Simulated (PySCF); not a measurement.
## Static response to an electric field

Cyclopropylacetylene, C5H6.
Cartesian coordinates in Å at the GFN2-xTB level; atoms count from 1:
```xyz
11
C5H6 angstrom
C      2.387   -0.645   -0.275
C      1.276   -0.447    0.127
C     -0.054   -0.202    0.588
C     -0.778    1.031    0.114
C     -1.198   -0.313   -0.386
H      3.363   -0.822   -0.616
H     -0.229   -0.527    1.607
H     -1.415    1.544    0.819
H     -0.257    1.688   -0.566
H     -0.962   -0.572   -1.407
H     -2.127   -0.732   -0.031
```

Level: wB97X-D/def2-SVPD (PySCF), static field, nuclei fixed, core orbitals frozen in the response. The polarisability tensor in these axes (au):

```
x   72.17 -6.41 -3.44
y   -6.41 49.07  1.53
z   -3.44  1.53 46.42
```

Task: Give the principal values, the mean and the anisotropy Δα = √{½[(α1 − α2)² + (α2 − α3)² + (α1 − α3)²]}.

Result: Principal values 45.70, 47.63 and 74.32 au; mean 55.88 au = 8.28 Å³ = 9.21 × 10⁻⁴⁰ C²·m²/J; Δα = 27.70 au (50 % of the mean).

Task: What is the dipole moment, and where does it point?

Result: (-0.92, 0.26, 0.08) D, 0.96 D in size, pointing from the negative to the positive side. Measured along this direction, the outermost atoms are H6 at the negative end and H8 and H11 at the positive end.

Task: Orientational against electronic polarisability at 298 K (dilute gas, rigid molecules)?

Result: In Gaussian units μ²/3kT = 7.53 Å³ against 8.28 Å³, a ratio of 0.91; the Debye molar polarisation (4π/3)N_A(α + μ²/3kT) is 39.9 cm³/mol, leaving out the vibrational part.

Task: In TDDFT the mean static polarisability is Σ f/ω² over all singlet excitations (ω in hartree). How much of it do the 8 lowest give? Their energies (eV) and oscillator strengths: 6.40, 0.0002; 6.78, 0.0177; 6.94, 0.0009; 7.44, 0.0515; 7.86, 0.0614; 8.26, 0.0086; 8.44, 0.0007; 8.52, 0.1454.

Result: They add up to 3.31 au, 5.9 % of the 55.88 au; the largest single term is 1.48 au, from the state at 8.52 eV. Terms in order: 0.00, 0.29, 0.01, 0.69, 0.74, 0.09, 0.01, 1.48 au. Higher excitations give the rest. The strengths listed sum to 0.286.

Task: Give the principal axes and the span of the nuclei along them.

Result: Largest value along (0.96, -0.25, -0.13), where the nuclei span 5.37 Å; middle along (0.28, 0.90, 0.34), 2.53 Å; least along (0.03, -0.36, 0.93), 2.82 Å. The strongest response lies along the longest span, while the other two are in reverse order.

Task: What are the principal values of the traceless quadrupole moment, Θ = ½Σq(3rr − r²1), about the centre of nuclear charge?

Result: -3.03, -2.35, 5.38 D·Å. The values depend on the origin, since the dipole doesn't vanish. The electronic extent ⟨r²⟩ about the same centre is 424 bohr², a root-mean-square distance of 1.82 Å for the 36 electrons.

Task: What depolarisation ratio follows for Rayleigh scattering of linearly polarised light, taking the static tensor?

Result: ρ = 3Δα²/(45ᾱ² + 4Δα²) = 2301.7/(140538 + 3069.0) = 0.016.

Geometry: GFN2-xTB; no solvent, vibrations or thermal averaging.
